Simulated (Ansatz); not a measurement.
**Si2H+ (SMILES [Si+]#[SiH]): functionals against CCSD(T) at one geometry**

How do the functionals fare away from a minimum? The structure is a frame of a short trajectory.

The runs use Ansatz 0.2.0, Gaussian basis; single points in def2-TZVPP.

Cores are frozen in the correlated methods.

## (1) The starting structure

SMILES `[Si+]#[SiH]`, 3 atoms, charge 1, spin multiplicity 1.

Atoms are counted from 1 here; the program's logs count them from 0.

Bond lengths: Si1–Si2 2.226 Å, Si2–H3 1.493 Å. Angles: Si1–Si2–H3 174.5°.

As a file:

```
Si   -1.60343    0.79551   -0.82064
Si    0.21882   -0.10761    0.08348
H     1.35263   -0.80103    0.76262
```

## (2) PBE-D4/def2-TZVPP

Contents of run/in.yaml:

```yaml
crystal:
  periodic: [false, false, false]
  atoms:
    - {symbol: Si, position_ang: [-1.603432, 0.795506, -0.820641]}
    - {symbol: Si, position_ang: [0.218818, -0.107613, 0.083481]}
    - {symbol: H, position_ang: [1.352629, -0.801026, 0.762623]}
basis:
  gaussian: {orbitals: def2-TZVPP}
total_charge: 1
hamiltonian: {xc: pbe, dispersion: d4}
output: {forces: true}
```

On the command line:

```sh
$ ansatz run in.yaml --threads 2 --pin off --events-out ev --progress --plain --max-ram 3481MiB
```

Output:

```text
Functional definition: PBE
  name "PBE"
  cite "Perdew, Burke & Ernzerhof, Phys. Rev. Lett. 77, 3865 (1996) doi:10.1103/PhysRevLett.77.3865"
  parent pbe
  parameter kappa = 0.804
  parameter beta = 0.06672455060314922
  exchange = pbe_x(kappa = kappa, mu = beta*pi^2/3)
  correlation = pbe_c(beta = beta)
635 factors; their error is unknown
mean field evaluation 1: about -15749.9759 eV, gradient 2.0e1 eV
mean field evaluation 2: about -15747.5244 eV, gradient 3.0e1 eV
mean field evaluation 4: about -15751.3135 eV, gradient 7.3e0 eV
mean field evaluation 8: about -15751.5050 eV, gradient 3.8e0 eV
mean field evaluation 16: about -15751.5198 eV, gradient 4.6e-4 eV
mean field evaluation 32: about -15751.4220 eV, gradient 5.5e0 eV
mean field evaluation 64: about -15751.5195 eV, gradient 4.2e-2 eV
mean field -15751.51982934 eV, -578.8576769648 hartree, gradient 8.3e-11 eV, S^2 0.000000; 4 other end points of the search recorded, 0 dependent functions left out
the calculation of the forces begins
reference -15751.51986249 eV, -578.8576781829 hartree; 14, 14 occupied and 84, 84 virtual orbitals, 635 factors
Total energy: -15751.57451197 eV, -578.8596865143 hartree
Atom 0 at    -1.603432     0.795506    -0.820641 Å, force    -0.834849     0.415286    -0.415572 eV/Å
Atom 1 at     0.218818    -0.107613     0.083481 Å, force     0.686952    -0.327293     0.329163 eV/Å
Atom 2 at     1.352629    -0.801026     0.762623 Å, force     0.147897    -0.087993     0.086410 eV/Å
Dipole moment:     0.128793    -0.084262     0.082018 e Å
```

Wall time 6 s (2 threads of Arm Neoverse V1, shared host); peak memory 0.13 GiB.

## (3) r2SCAN-D4/def2-TZVPP

Changes to run/in.yaml since step 2:

```diff
@@ -9,3 +9,3 @@
 total_charge: 1
-hamiltonian: {xc: pbe, dispersion: d4}
+hamiltonian: {xc: r2scan, dispersion: d4}
 output: {forces: true}
```

On the command line:

```sh
$ ansatz run in.yaml --threads 2 --pin off --events-out ev --progress --plain --max-ram 3481MiB
```

Output, cut to the lines that bear on the results:

```text
Functional definition: r2SCAN
  name "r2SCAN"
  cite "Furness, Kaplan, Ning, Perdew & Sun, J. Phys. Chem. Lett. 11, 8208 (2020) doi:10.1021/acs.jpclett.0c02405"
  cite "Furness, Kaplan, Ning, Perdew & Sun, J. Phys. Chem. Lett. 11, 9248 (2020) doi:10.1021/acs.jpclett.0c03077"
  parent r2scan
[...]
635 factors; their error is unknown
[...]
mean field -15757.71057818 eV, -579.0851827884 hartree, gradient 2.9e-10 eV, S^2 0.000000; 4 other end points of the search recorded, 0 dependent functions left out
[...]
reference -15757.71058798 eV, -579.0851831485 hartree; 14, 14 occupied and 84, 84 virtual orbitals, 635 factors
Total energy: -15757.72102412 eV, -579.0855666694 hartree
Atom 0 at    -1.603432     0.795506    -0.820641 Å, force    -0.649762     0.325158    -0.325161 eV/Å
Atom 1 at     0.218818    -0.107613     0.083481 Å, force     0.677505    -0.347158     0.346242 eV/Å
Atom 2 at     1.352629    -0.801026     0.762623 Å, force    -0.027743     0.022000    -0.021081 eV/Å
Dipole moment:     0.152270    -0.097020     0.094662 e Å
```

It took 21 s on 2 threads of Arm Neoverse V1, shared host; peak memory 0.15 GiB.

## (4) PBE0-D4/def2-TZVPP

Changes to run/in.yaml since step 3:

```diff
@@ -9,3 +9,3 @@
 total_charge: 1
-hamiltonian: {xc: r2scan, dispersion: d4}
-output: {forces: true}
+hamiltonian: {xc: pbe0, dispersion: d4}
+output: {forces: true, orbitals: {seedname: orbitals}}
```

On the command line:

```sh
$ ansatz run in.yaml --threads 2 --pin off --events-out ev --progress --plain --max-ram 3481MiB
```

Output, cut to the lines that bear on the results:

```text
Functional definition: PBE0
  name "PBE0"
  cite "Adamo & Barone, J. Chem. Phys. 110, 6158 (1999) doi:10.1063/1.478522"
[... 2 set-up lines as earlier in the session ...]
[...]
641 factors; their error is unknown
[...]
mean field -15752.73787377 eV, -578.9024392717 hartree, gradient 1.2e-6 eV, S^2 0.000000; 4 other end points of the search recorded, 0 dependent functions left out
[...]
reference -15752.73789857 eV, -578.9024401833 hartree; 14, 14 occupied and 84, 84 virtual orbitals, 641 factors
Total energy: -15752.78382679 eV, -578.9041280140 hartree
Atom 0 at    -1.603432     0.795506    -0.820641 Å, force    -0.539901     0.265682    -0.266194 eV/Å
Atom 1 at     0.218818    -0.107613     0.083481 Å, force     0.575820    -0.284601     0.285006 eV/Å
Atom 2 at     1.352629    -0.801026     0.762623 Å, force    -0.035919     0.018919    -0.018812 eV/Å
Dipole moment:     0.142505    -0.093262     0.090776 e Å
```

Wall time 6.5 s (2 threads of Arm Neoverse V1, shared host); peak memory 0.16 GiB.

## (5) wB97M-V/def2-TZVPP

Changes to run/in.yaml since step 4:

```diff
@@ -9,3 +9,3 @@
 total_charge: 1
-hamiltonian: {xc: pbe0, dispersion: d4}
-output: {forces: true, orbitals: {seedname: orbitals}}
+hamiltonian: {xc: {name: wB97M-V}}
+output: {forces: true}
```

On the command line:

```sh
$ ansatz run in.yaml --threads 2 --pin off --events-out ev --progress --plain --max-ram 3481MiB
```

Output, cut to the lines that bear on the results:

```text
Functional definition: wB97M-V
  name "wB97M-V"
  cite "Mardirossian & Head-Gordon, J. Chem. Phys. 144, 214110 (2016) doi:10.1063/1.4952647"
  cite "Becke, J. Chem. Phys. 107, 8554 (1997) doi:10.1063/1.475007"
  cite "Vydrov & Van Voorhis, J. Chem. Phys. 133, 244103 (2010) doi:10.1063/1.3521275"
  # Of w^i u^j: cxij and so on, Table III.
[...]
  gx(w, u) = 1 - cx + cx01*u + cx10*w
  gss(w, u) = css00 + css04*u^4 + css10*w + css20*w^2 + css43*w^4*u^3
  gos(w, u) = cos00 + cos10*w + (cos20 + cos21*u)*w^2 + (cos60 + cos61*u)*w^6
[...]
      + integral(e_c_pw_mod_opposite_spin*gos(b97_w_opposite, b97_u_opposite)) + vv10(b, c)
641 factors; their error is unknown
125 factors; integrals over basis functions are off by at most 8.7e-5 eV
[...]
mean field -15758.52386935 eV, -579.1150706874 hartree, gradient 4.2e-10 eV, S^2 0.000000; 2 other end points of the search recorded, 0 dependent functions left out
[...]
reference -15758.52390787 eV, -579.1150721032 hartree; 14, 14 occupied and 84, 84 virtual orbitals, 641 factors
Total energy: -15758.52390787 eV, -579.1150721032 hartree
Atom 0 at    -1.603432     0.795506    -0.820641 Å, force    -0.373606     0.178084    -0.179091 eV/Å
Atom 1 at     0.218818    -0.107613     0.083481 Å, force     0.597776    -0.303806     0.303280 eV/Å
Atom 2 at     1.352629    -0.801026     0.762623 Å, force    -0.224170     0.125722    -0.124189 eV/Å
Dipole moment:     0.110454    -0.076632     0.074213 e Å
```

Run time: 37 s. Hardware: 2 threads of Arm Neoverse V1, shared host; peak memory 0.22 GiB.

## (6) CCSD(T)/def2-TZVPP

Changes to run/in.yaml since step 5:

```diff
@@ -9,3 +9,3 @@
 total_charge: 1
-hamiltonian: {xc: {name: wB97M-V}}
+correlation: {method: ccsd_t}
 output: {forces: true}
```

On the command line:

```sh
$ ansatz run in.yaml --threads 2 --pin off --events-out ev --progress --plain --max-ram 3481MiB
```

Output, cut to the lines that bear on the results:

```text
Functional definition: HF
  name "HF"
  cite "Fock, Z. Phys. 61, 126 (1930) doi:10.1007/BF01340294"
[... 1 set-up line as earlier in the session ...]
[...]
573 factors; integrals over basis functions are off by at most 7.2e-4 eV
[...]
mean field -15729.26325368 eV, -578.0397628951 hartree, gradient 1.5e-6 eV, S^2 0.000000; 7 other end points of the search recorded, 0 dependent functions left out; unrestricted orbitals would lower it
determinant -15729.26325368 eV, -578.0397628951 hartree, with singles and doubles -15735.04031586 eV, -578.2520660143 hartree
determinant -15729.25593303 eV, -578.0394938662 hartree, with singles and doubles -15735.03256734 eV, -578.2517812616 hartree
determinant -15729.26325368 eV, -578.0397628951 hartree, with singles and doubles -15734.91508007 eV, -578.2474636840 hartree
determinant -15729.25593303 eV, -578.0394938662 hartree, with singles and doubles -15734.91145407 eV, -578.2473304310 hartree
[...]
10 core orbitals not correlated: weight in the atoms' cores, before any rotation towards them, 1.000 or more for the frozen orbitals, at most 0.000 for the correlated occupied ones
reference -15729.26325368 eV, -578.0397628951 hartree; 4, 4 occupied and 84, 84 virtual orbitals, 573 factors
second order -4.65231530 eV of doubles, -0.00000000 eV of singles
cycle   1  -5.65182656 eV  change   -1.7e-7 eV  update   2.9e-6
[...]
cycle   7  -5.65182699 eV  change   -1.3e-9 eV  update   2.5e-9
perturbative correction -0.32252941 eV, -0.0118527370 hartree
[...]
Total energy: -15735.23761007 eV, -578.2593164430 hartree
Atom 0 at    -1.603432     0.795506    -0.820641 Å, force    -0.758781     0.369387    -0.370560 eV/Å
Atom 1 at     0.218818    -0.107613     0.083481 Å, force     0.883250    -0.434789     0.435610 eV/Å
Atom 2 at     1.352629    -0.801026     0.762623 Å, force    -0.124469     0.065402    -0.065050 eV/Å
Dipole moment:     0.144103    -0.092975     0.090613 e Å
```

Run time: 14 s. Hardware: 2 threads of Arm Neoverse V1, shared host; peak memory 0.49 GiB.

## (7) Side by side

```
   method  RMS force component (eV/Å)  RMS error against CCSD(T) (eV/Å)  angle to CCSD(T) forces (°)
   PBE-D4                       0.443                             0.146                         17.9
r2SCAN-D4                       0.385                             0.098                          5.3
  PBE0-D4                       0.321                             0.157                          4.4
  wB97M-V                       0.303                             0.199                         15.0
  CCSD(T)                       0.475                         reference                    reference
```

Energy less the free neutral atoms in their ground states at the same level (atoms from separate runs):

Differences are taken before rounding.

```
      method                    rung  energy less atoms (kJ/mol)  from CCSD(T) (kJ/mol)
      PBE-D4                     GGA                       225.0                  -26.7
   r2SCAN-D4                meta-GGA                       254.4                   +2.6
     PBE0-D4                  hybrid                       251.7                   -0.1
     wB97M-V  range-separated hybrid                       220.6                  -31.1
Hartree-Fock            wavefunction                       424.6                 +172.8
         MP2            wavefunction                       270.0                  +18.2
        CCSD            wavefunction                       269.8                  +18.1
     CCSD(T)            wavefunction                       251.8                      0
```

What each level took, beside its miss in the forces (shared host):

```
   method   time  RMS force error (eV/Å)
   PBE-D4    6 s                   0.146
r2SCAN-D4   21 s                   0.098
  PBE0-D4  6.5 s                   0.157
  wB97M-V   37 s                   0.199
  CCSD(T)   14 s                       0
```

## (8) Summary of results

```
                                  quantity                                                             value
energy less free atoms, CCSD(T)/def2-TZVPP                                                      251.8 kJ/mol
                       RMS force component                              0.303 to 0.475 eV/Å over the methods
                           RMS force error  PBE-D4 0.146, r2SCAN-D4 0.098, PBE0-D4 0.157, wB97M-V 0.199 eV/Å
                    HOMO and LUMO, PBE0-D4                                              -12.04 and -10.66 eV
                             T1 diagnostic                                                             0.021
```

What this shows: Against CCSD(T) the functionals' energies less atoms differ by -31.1 to +2.6 kJ/mol, PBE-D4 by -26.7 kJ/mol. CCSD(T) in triple zeta still lacks some correlation energy of the bonds, so part of these gaps is its own basis error and they don't rank the functionals. The forces of r2SCAN-D4 come nearest to CCSD(T), those of wB97M-V are farthest. Frozen-core CCSD(T) forces in triple zeta carry basis errors of their own, and this is one geometry, so small gaps rank nothing. The restricted Hartree–Fock reference is unstable towards an unrestricted one at one or more of these structures.
